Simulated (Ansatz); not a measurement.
The input, for Ansatz 0.2.0:

```yaml
crystal:
  periodic: [false, false, false]
  atoms:
    - {symbol: B, position_ang: [0.000000, 0.117714, 1.274932]}
    - {symbol: N, position_ang: [0.000000, -0.173603, -0.867780]}
    - {symbol: H, position_ang: [0.000000, 1.149870, -1.615731]}
basis:
  gaussian: {orbitals: cc-pVDZ}
magnetization: {spin_polarized: false, initial_magnetization: 3}
correlation: {method: fic_mrcisd_q, electrons: outside_noble_gas, active_space: {window: {electrons: 9, orbitals: 9}, shells: [{species: B, l: s, shell: 2}, {species: B, l: p, shell: 2}, {species: H, l: s, shell: 1}, {species: "N", l: s, shell: 2}, {species: "N", l: p, shell: 2}]}}
```

```sh
$ ansatz run in.yaml --threads 1 --pin off --events-out ev --progress --plain --max-ram 2393MiB
```

The program prints:

```
594 factors; integrals over basis functions are off by at most 1.7e-7 eV
mean field evaluation 1: about -2157.6456 eV, gradient 9.6e0 eV
mean field evaluation 2: about -2157.6471 eV, gradient 9.6e0 eV
mean field evaluation 4: about -2159.8168 eV, gradient 5.3e0 eV
mean field evaluation 8: about -2160.4950 eV, gradient 2.8e-1 eV
mean field evaluation 16: about -2152.8680 eV, gradient 2.6e1 eV
mean field evaluation 32: about -2157.6046 eV, gradient 1.2e-2 eV
mean field evaluation 64: about -2160.5003 eV, gradient 1.7e-1 eV
mean field evaluation 96: about -2160.4998 eV, gradient 3.7e-1 eV
mean field evaluation 128: about -2159.1676 eV, gradient 2.0e0 eV
mean field evaluation 160: about -2160.5014 eV, gradient 2.1e-4 eV
mean field -2160.50141432 eV, -79.3969625360 hartree, gradient 2.0e-6 eV, S^2 3.750000; 15 other end points of the search recorded, 0 dependent functions left out
reference -2160.50141432 eV, -79.3969625360 hartree; 8, 5 occupied and 25, 28 virtual orbitals, 594 factors
state -2163.21230115 eV, -79.4965857894 hartree
contracted CI cycle   1: correlation 0.00000000 eV, 0.0000000000 hartree, residual 1.63e1 eV
contracted CI cycle   2: correlation -3.38607012 eV, -0.1244357817 hartree, residual 2.66e0 eV
contracted CI cycle   3: correlation -3.48255850 eV, -0.1279816643 hartree, residual 5.43e-1 eV
contracted CI cycle   4: correlation -3.48710096 eV, -0.1281485966 hartree, residual 1.38e-1 eV
contracted CI cycle   5: correlation -3.48736899 eV, -0.1281584464 hartree, residual 3.52e-2 eV
contracted CI cycle   6: correlation -3.48738649 eV, -0.1281590896 hartree, residual 7.96e-3 eV
contracted CI cycle   7: correlation -3.48738740 eV, -0.1281591233 hartree, residual 1.84e-3 eV
contracted CI cycle   8: correlation -3.48738745 eV, -0.1281591251 hartree, residual 3.76e-4 eV
state -2163.21230115 eV, -79.4965857894 hartree; corrected -2166.89375610 eV, -79.6318767632 hartree
Total energy: -2166.89375610 eV, -79.6318767632 hartree
Checks for a lower state left out: starts, orbital_swaps
```

For the same geometry and basis RCCSDT(Q) lies 3.9 meV lower.

Ran on 1 thread of Arm Neoverse V1, shared host: 4.3 s wall, 0.33 GiB peak host memory.
